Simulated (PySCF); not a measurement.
Compound: NH₃.
SMILES: `N`

Computed, not measured: B3LYP/3-21G in PySCF (dipole) on a GFN2-xTB geometry, gas phase.

Masses are those of the commonest isotopes; rigid-rotor values at the optimised geometry. 

(1) What are A, B and C (GHz)?

(2) Classify the top.

(3) What does the inertial defect say?

(4) Give the other two planar moments, Paa and Pbb, and the rms extents of the mass along the axes.

(5) Where do the R-branch lines fall?

Answers

(1) Ia = 1.68, Ib = 1.68, Ic = 2.69 u·Å²; 505379 MHz·u·Å²/I gives 300662, 300485 and 187609 MHz, that is A = 300.66, B = 300.48, C = 187.61 GHz.

(2) An oblate symmetric top, as the point group C3v requires two equal moments; the computed ones differ by 0.06 % because the geometry is symmetric only within the optimiser's tolerance. Ray's parameter κ = (2B − A − C)/(A − C) = 0.997; −1 is the prolate and +1 the oblate limit.

(3) Not planar: Δ = Ic − Ia − Ib = -0.67 u·Å². For a rigid frame Δ = −2 Σ m c², so Σ m c² = 0.33 u·Å² lies off the ab plane: 0.28 from hydrogen and 0.06 from heavier atoms. The atom farthest from that plane is 0.30 Å away.

(4) Paa = Σ m a² = (Ib + Ic − Ia)/2 = 1.35 and Pbb = Σ m b² = (Ia + Ic − Ib)/2 = 1.35 u·Å². With the mass M = 17.03 u, the rms extents √(P/M) along a, b and c are 0.28, 0.28, 0.14 Å.

(5) The dipole of 2.03 D lies along the symmetry axis, so ΔK = 0 and J+1 ← J falls at 2B(J+1) for every K: 601.15 GHz, 1202.29 GHz, 1803.44 GHz, 2404.59 GHz, 3005.73 GHz for J = 0 to 4. Inversion tunnelling, which a rigid rotor lacks, splits the real lines of ammonia.

GFN2-xTB frequencies: not computed here. No vibrational averaging or centrifugal distortion is included, and the geometry carries the error of its method.

Cost: under 1 s of CPU time on one thread; the machine was shared, so the figure is rough. This is the B3LYP/3-21G job that gave the dipole, with the shieldings it also computed.
